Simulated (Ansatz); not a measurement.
Ansatz (a program for electronic structure) input (B3LYP-D3(BJ)/def2-TZVP):

Ansatz 0.2 input:
```yaml
crystal:
  periodic: [false, false, false]
  atoms:
    - {symbol: C, position_ang: [0.00294306, 1.39046446, 0.00403829]}
    - {symbol: C, position_ang: [1.20564233, 0.69266801, 0.00734657]}
    - {symbol: C, position_ang: [1.20269927, -0.69779645, 0.00330827]}
    - {symbol: C, position_ang: [-0.00294306, -1.39046446, -0.00403829]}
    - {symbol: C, position_ang: [-1.20564233, -0.69266801, -0.00734657]}
    - {symbol: C, position_ang: [-1.20269927, 0.69779645, -0.00330827]}
    - {symbol: H, position_ang: [0.00523441, 2.47302785, 0.00718236]}
    - {symbol: H, position_ang: [2.14431017, 1.23195330, 0.01306633]}
    - {symbol: H, position_ang: [2.13907575, -1.24107455, 0.00588397]}
    - {symbol: H, position_ang: [-0.00523441, -2.47302785, -0.00718236]}
    - {symbol: H, position_ang: [-2.14431017, -1.23195330, -0.01306633]}
    - {symbol: H, position_ang: [-2.13907575, 1.24107455, -0.00588397]}
basis:
  gaussian:
    orbitals: def2-TZVP
hamiltonian:
  xc: b3lyp
  dispersion: d3bj
phonons: {temperatures: {t_min: 298.15, t_max: 298.15, t_step: 100}}
```

Output:

```
Functional definition: B3LYP
integrals: 0.14 GiB planned
1344 factors; their error is unknown
mean field: 1.41 GiB planned
mean field evaluation 1: about -6311.1656 eV, gradient 6.7e1 eV
mean field evaluation 2: about -6304.1370 eV, gradient 8.5e1 eV
mean field evaluation 4: about -6322.2474 eV, gradient 1.3e0 eV
mean field evaluation 8: about -6322.2212 eV, gradient 5.7e-3 eV
mean field evaluation 16: about -6322.2212 eV, gradient 1.6e-5 eV
mean field -6322.22121121 eV, -232.3373441565 hartree, gradient 6.4e-6 eV, S^2 0.000000; 0 other end points of the search recorded, 0 dependent functions left out
the calculation of the forces begins
reference -6322.22147784 eV, -232.3373539549 hartree; 21, 21 occupied and 201, 201 virtual orbitals, 1344 factors
these checks for a lower state are left out or cut short: stability, starts, cluster_reference, orbital_swaps, neighbouring_geometries, increment
integrals: 0.14 GiB planned
1344 factors; their error is unknown
mean field: 1.41 GiB planned
mean field -6322.22107680 eV, -232.3373392170 hartree, gradient 4.1e-6 eV, S^2 0.000000; 0 other end points of the search recorded, 0 dependent functions left out
the calculation of the forces begins
reference -6322.22134338 eV, -232.3373490138 hartree; 21, 21 occupied and 201, 201 virtual orbitals, 1344 factors
these checks for a lower state are left out or cut short: stability, starts, cluster_reference, orbital_swaps, neighbouring_geometries, increment
integrals: 0.14 GiB planned
1344 factors; their error is unknown
mean field: 1.41 GiB planned
mean field -6322.22103622 eV, -232.3373377258 hartree, gradient 4.1e-6 eV, S^2 0.000000; 0 other end points of the search recorded, 0 dependent functions left out
the calculation of the forces begins
reference -6322.22130289 eV, -232.3373475258 hartree; 21, 21 occupied and 201, 201 virtual orbitals, 1344 factors
these checks for a lower state are left out or cut short: stability, starts, cluster_reference, orbital_swaps, neighbouring_geometries, increment
integrals: 0.14 GiB planned
1344 factors; their error is unknown
mean field: 1.41 GiB planned
mean field evaluation 32: about -6322.2504 eV, gradient 7.5e-1 eV
mean field -6322.22102331 eV, -232.3373372513 hartree, gradient 4.0e-6 eV, S^2 0.000000; 0 other end points of the search recorded, 0 dependent functions left out
the calculation of the forces begins
reference -6322.22128987 eV, -232.3373470474 hartree; 21, 21 occupied and 201, 201 virtual orbitals, 1344 factors
these checks for a lower state are left out or cut short: stability, starts, cluster_reference, orbital_swaps, neighbouring_geometries, increment
integrals: 0.14 GiB planned
1344 factors; their error is unknown
mean field: 1.41 GiB planned
mean field -6322.22096220 eV, -232.3373350057 hartree, gradient 4.1e-6 eV, S^2 0.000000; 0 other end points of the search recorded, 0 dependent functions left out
the calculation of the forces begins
reference -6322.22122889 eV, -232.3373448064 hartree; 21, 21 occupied and 201, 201 virtual orbitals, 1344 factors
these checks for a lower state are left out or cut short: stability, starts, cluster_reference, orbital_swaps, neighbouring_geometries, increment
integrals: 0.14 GiB planned
1344 factors; their error is unknown
mean field: 1.41 GiB planned
mean field -6322.22107562 eV, -232.3373391738 hartree, gradient 4.0e-6 eV, S^2 0.000000; 0 other end points of the search recorded, 0 dependent functions left out
the calculation of the forces begins
reference -6322.22134227 eV, -232.3373489727 hartree; 21, 21 occupied and 201, 201 virtual orbitals, 1344 factors
these checks for a lower state are left out or cut short: stability, starts, cluster_reference, orbital_swaps, neighbouring_geometries, increment
integrals: 0.14 GiB planned
1344 factors; their error is unknown
mean field: 1.41 GiB planned
mean field -6322.22110114 eV, -232.3373401116 hartree, gradient 4.1e-6 eV, S^2 0.000000; 0 other end points of the search recorded, 0 dependent functions left out
the calculation of the forces begins
reference -6322.22136776 eV, -232.3373499095 hartree; 21, 21 occupied and 201, 201 virtual orbitals, 1344 factors
these checks for a lower state are left out or cut short: stability, starts, cluster_reference, orbital_swaps, neighbouring_geometries, increment
integrals: 0.14 GiB planned
1344 factors; their error is unknown
mean field: 1.41 GiB planned
mean field evaluation 64: about -6322.2204 eV, gradient 7.2e-1 eV
mean field -6322.22118689 eV, -232.3373432628 hartree, gradient 4.1e-6 eV, S^2 0.000000; 0 other end points of the search recorded, 0 dependent functions left out
the calculation of the forces begins
reference -6322.22145355 eV, -232.3373530624 hartree; 21, 21 occupied and 201, 201 virtual orbitals, 1344 factors
these checks for a lower state are left out or cut short: stability, starts, cluster_reference, orbital_swaps, neighbouring_geometries, increment
integrals: 0.14 GiB planned
1344 factors; their error is unknown
mean field: 1.41 GiB planned
mean field -6322.22114639 eV, -232.3373417745 hartree, gradient 4.0e-6 eV, S^2 0.000000; 0 other end points of the search recorded, 0 dependent functions left out
the calculation of the forces begins
reference -6322.22141299 eV, -232.3373515717 hartree; 21, 21 occupied and 201, 201 virtual orbitals, 1344 factors
these checks for a lower state are left out or cut short: stability, starts, cluster_reference, orbital_swaps, neighbouring_geometries, increment
integrals: 0.14 GiB planned
1344 factors; their error is unknown
mean field: 1.41 GiB planned
mean field -6322.22115585 eV, -232.3373421220 hartree, gradient 4.1e-6 eV, S^2 0.000000; 0 other end points of the search recorded, 0 dependent functions left out
the calculation of the forces begins
reference -6322.22142254 eV, -232.3373519229 hartree; 21, 21 occupied and 201, 201 virtual orbitals, 1344 factors
these checks for a lower state are left out or cut short: stability, starts, cluster_reference, orbital_swaps, neighbouring_geometries, increment
integrals: 0.14 GiB planned
1344 factors; their error is unknown
mean field: 1.41 GiB planned
mean field -6322.22109482 eV, -232.3373398793 hartree, gradient 4.0e-6 eV, S^2 0.000000; 0 other end points of the search recorded, 0 dependent functions left out
the calculation of the forces begins
reference -6322.22136138 eV, -232.3373496752 hartree; 21, 21 occupied and 201, 201 virtual orbitals, 1344 factors
these checks for a lower state are left out or cut short: stability, starts, cluster_reference, orbital_swaps, neighbouring_geometries, increment
integrals: 0.14 GiB planned
1344 factors; their error is unknown
mean field: 1.41 GiB planned
mean field evaluation 96: about -6322.2212 eV, gradient 1.0e-2 eV
mean field -6322.22117497 eV, -232.3373428248 hartree, gradient 4.1e-6 eV, S^2 0.000000; 0 other end points of the search recorded, 0 dependent functions left out
the calculation of the forces begins
reference -6322.22144158 eV, -232.3373526225 hartree; 21, 21 occupied and 201, 201 virtual orbitals, 1344 factors
these checks for a lower state are left out or cut short: stability, starts, cluster_reference, orbital_swaps, neighbouring_geometries, increment
integrals: 0.14 GiB planned
1344 factors; their error is unknown
mean field: 1.41 GiB planned
mean field -6322.22119961 eV, -232.3373437302 hartree, gradient 4.0e-6 eV, S^2 0.000000; 0 other end points of the search recorded, 0 dependent functions left out
the calculation of the forces begins
reference -6322.22146626 eV, -232.3373535293 hartree; 21, 21 occupied and 201, 201 virtual orbitals, 1344 factors
Total energy: -6322.73720317 eV, -232.3563065112 hartree
Atom 0 at     0.002943     1.390464     0.004038 Å, force     0.000001     0.000467     0.000001 eV/Å
Atom 1 at     1.205642     0.692668     0.007347 Å, force     0.000569     0.000410     0.000004 eV/Å
Atom 2 at     1.202699    -0.697796     0.003308 Å, force     0.000567    -0.000412     0.000001 eV/Å
Atom 3 at    -0.002943    -1.390464    -0.004038 Å, force    -0.000001    -0.000467    -0.000001 eV/Å
Atom 4 at    -1.205642    -0.692668    -0.007347 Å, force    -0.000569    -0.000410    -0.000004 eV/Å
Atom 5 at    -1.202699     0.697796    -0.003308 Å, force    -0.000567     0.000412    -0.000001 eV/Å
Atom 6 at     0.005234     2.473028     0.007182 Å, force    -0.000000    -0.000207    -0.000001 eV/Å
Atom 7 at     2.144310     1.231953     0.013066 Å, force    -0.000241    -0.000093    -0.000001 eV/Å
Atom 8 at     2.139076    -1.241075     0.005884 Å, force    -0.000241     0.000094    -0.000001 eV/Å
Atom 9 at    -0.005234    -2.473028    -0.007182 Å, force     0.000000     0.000207     0.000001 eV/Å
Atom 10 at    -2.144310    -1.231953    -0.013066 Å, force     0.000241     0.000093     0.000001 eV/Å
Atom 11 at    -2.139076     1.241075    -0.005884 Å, force     0.000241    -0.000094     0.000001 eV/Å
Dipole moment:    -0.000000    -0.000000     0.000000 e Å
Vibrations: 412.00 412.10 623.89 623.91 687.69 716.69 861.63 861.68 962.39 962.62 991.83 1016.70 1028.80 1062.45 1062.46 1177.76 1200.62 1200.67 1338.37 1388.40 1518.62 1518.65 1638.47 1638.49 3163.54 3173.12 3173.13 3188.54 3188.56 3198.47 cm⁻¹, zero-point energy 2.727172 eV
```
